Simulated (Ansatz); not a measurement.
Ideal-gas functions of H$_{4}$S$_{2}$Si (`S[SiH2]S`) at 500 K and 1 bar, from an Ansatz frequency run at PBE0-D4/def2-TZVP.

Molar mass 96.25 g/mol, point group C1 (symmetry number 1), electronic degeneracy 1, moments of inertia 41.721, 205.718, 238.378 u Å². Harmonic wavenumbers (cm⁻¹, unscaled): 120, 161, 251, 483, 505, 551, 658, 723, 793, 868, 949, 2228, 2242, 2703, 2707.

Use S(trans) = R[1.5 ln M + 2.5 ln T − 1.1517]; rotational temperatures θ = 24.2544 K / I; S(rot) = R[ln(√π/σ · √(T³/θAθBθC)) + 1.5]; for each mode x = 1.438777 ν̃/T, S = R[x/(eˣ − 1) − ln(1 − e⁻ˣ)] and H = RT x/(eˣ − 1); 1 cm⁻¹ = 0.0119627 kJ/mol; R = 8.31446 J/(mol·K).

Problem. By hand: the entropy, in J/(mol·K).

Solution. Translation 176.6. Rotation: θ = 0.5813, 0.1179, 0.1017 K, giving 115.4. Vibration, mode by mode: 17.20, 14.79, 11.20, 6.22, 5.90, 5.30, 4.15, 3.58, 3.05, 2.58, 2.14, 0.10, 0.10, 0.03, 0.03, in all 76.4. Electronic 0.0. Sum 368.4 J/(mol·K).

Problem. By hand: H − E and G − E in kJ/mol, counted from the electronic energy.

Solution. Zero-point energy ½ × 15942 × 0.0119627 = 95.4; thermal vibration 20.6; translation, rotation and pV give 4 RT = 16.6. H − E = 132.6 kJ/mol, and G − E = 132.6 − 500 × 368.4/1000 = -51.6 kJ/mol.

Vibration gives 21 % of the entropy, 17.2 J/(mol·K) of it from the mode under 150 cm⁻¹: soft modes count most, and the harmonic formula is weakest for them. The sum counts one conformer and one mirror image; others add a mixing term.
